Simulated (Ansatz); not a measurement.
**Molecular dynamics, step by step**

CH7O (SMILES [OH3+].C) (charge +1), singlet, CAM-B3LYP-D4/def2-SVP (Ansatz 0.2.0). Settings (timestep in fs, temperature in K; T counts 21 degrees of freedom):

```yaml
hamiltonian: {xc: {name: CAM-B3LYP}, dispersion: d4}
md: {n_steps: 30, timestep: 0.75, temperature: 500, ensemble: nve, seed: 650, initial_velocities: maxwell_boltzmann}
```

Start (the SMILES describes the start alone):

| atom | x (Å) | y (Å) | z (Å) |
| --- | --- | --- | --- |
| O1 | 0.2945 | 0.0618 | -1.6061 |
| H2 | -0.2629 | 0.7374 | -2.0330 |
| H3 | 0.1819 | -0.8152 | -2.0155 |
| H4 | 0.2095 | 0.0490 | -0.5920 |
| C5 | -0.0971 | -0.0103 | 1.2131 |
| H6 | -1.1419 | -0.2901 | 1.0833 |
| H7 | 0.1114 | 0.9958 | 0.8244 |
| H8 | 0.5863 | -0.7882 | 0.8460 |
| H9 | 0.1182 | 0.0599 | 2.2797 |

| step | time (fs) | potential energy less the start (meV) | kinetic energy (meV) | T (K) |
| --- | --- | --- | --- | --- |
| 0 | 0.00 | 0.0 | 452.4 | 500 |
| 2 | 1.50 | 58.7 | 396.5 | 438 |
| 4 | 3.00 | 117.1 | 338.0 | 374 |
| 6 | 4.50 | 154.4 | 300.3 | 332 |
| 8 | 6.00 | 193.0 | 262.7 | 290 |
| 10 | 7.50 | 183.9 | 271.8 | 300 |
| 12 | 9.00 | 130.9 | 323.2 | 357 |
| 14 | 10.50 | 109.6 | 345.2 | 382 |
| 16 | 12.00 | 100.8 | 353.7 | 391 |
| 18 | 13.50 | 111.7 | 342.6 | 379 |
| 20 | 15.00 | 148.7 | 306.9 | 339 |
| 22 | 16.50 | 145.3 | 309.8 | 342 |
| 24 | 18.00 | 129.7 | 324.3 | 358 |
| 26 | 19.50 | 142.4 | 313.4 | 346 |
| 28 | 21.00 | 110.2 | 343.9 | 380 |
| 30 | 22.50 | 108.2 | 345.7 | 382 |

Step 10, positions (Å) and forces (eV/Å):

```json
{"atom": "O1", "x": "0.306", "y": "0.052", "z": "-1.646", "Fx": "-1.486", "Fy": "1.221", "Fz": "-0.020"}
{"atom": "H2", "x": "-0.323", "y": "0.738", "z": "-2.045", "Fx": "0.963", "Fy": "-0.467", "Fz": "0.542"}
{"atom": "H3", "x": "0.070", "y": "-0.772", "z": "-2.107", "Fx": "0.211", "Fy": "-0.707", "Fz": "-0.073"}
{"atom": "H4", "x": "0.105", "y": "-0.022", "z": "-0.644", "Fx": "0.277", "Fy": "-0.055", "Fz": "-0.267"}
{"atom": "C5", "x": "-0.084", "y": "0.009", "z": "1.272", "Fx": "0.640", "Fy": "-0.046", "Fz": "-0.174"}
{"atom": "H6", "x": "-1.064", "y": "-0.310", "z": "0.964", "Fx": "-0.984", "Fy": "-0.052", "Fz": "-0.560"}
{"atom": "H7", "x": "0.163", "y": "1.041", "z": "0.948", "Fx": "-0.250", "Fy": "-0.122", "Fz": "0.536"}
{"atom": "H8", "x": "0.671", "y": "-0.682", "z": "0.839", "Fx": "0.016", "Fy": "-0.044", "Fz": "0.576"}
{"atom": "H9", "x": "-0.150", "y": "-0.112", "z": "2.379", "Fx": "0.613", "Fy": "0.273", "Fz": "-0.559"}
```

Step 12, positions (Å) and forces (eV/Å):

```tsv
atom	x	y	z	Fx	Fy	Fz
O1	0.303	0.051	-1.656	-0.674	0.015	0.615
H2	-0.296	0.733	-2.025	0.098	0.399	-0.093
H3	0.067	-0.781	-2.110	0.212	-0.455	-0.142
H4	0.095	-0.043	-0.660	0.335	0.033	-0.156
C5	-0.084	0.010	1.282	0.729	0.101	-0.539
H6	-1.043	-0.298	0.921	-1.147	-0.135	-0.549
H7	0.158	1.050	1.003	-0.144	0.002	0.392
H8	0.688	-0.664	0.871	0.171	-0.114	0.394
H9	-0.168	-0.130	2.365	0.421	0.154	0.078
```

Step 26, positions (Å) and forces (eV/Å):

| atom | x | y | z | Fx | Fy | Fz |
| --- | --- | --- | --- | --- | --- | --- |
| O1 | 0.275 | 0.033 | -1.701 | 0.802 | -1.707 | 1.114 |
| H2 | -0.147 | 0.819 | -2.026 | -0.785 | 1.334 | -0.640 |
| H3 | 0.127 | -0.778 | -2.245 | -0.019 | 0.285 | 0.129 |
| H4 | 0.179 | -0.103 | -0.696 | -0.004 | 0.092 | -0.273 |
| C5 | -0.080 | 0.020 | 1.320 | 1.555 | 0.638 | 1.363 |
| H6 | -0.919 | -0.184 | 0.692 | -1.006 | -0.379 | -0.646 |
| H7 | 0.125 | 1.098 | 1.424 | -0.008 | -0.048 | -0.384 |
| H8 | 0.859 | -0.530 | 1.126 | -0.142 | 0.038 | -0.410 |
| H9 | -0.309 | -0.277 | 2.358 | -0.393 | -0.255 | -0.253 |

Last step (30):

```xyz
9
angstrom
O 0.2666 0.0225 -1.7059
H -0.1225 0.8596 -2.0700
H 0.1376 -0.7451 -2.3134
H 0.2212 -0.0898 -0.7125
C -0.0687 0.0278 1.3403
H -0.9107 -0.1741 0.6297
H 0.1185 1.0833 1.4897
H 0.8807 -0.4657 1.1427
H -0.4174 -0.3512 2.2954
```

The run took about 14 s on 2 CPU threads of an Intel Xeon 6975P-C (shared host).
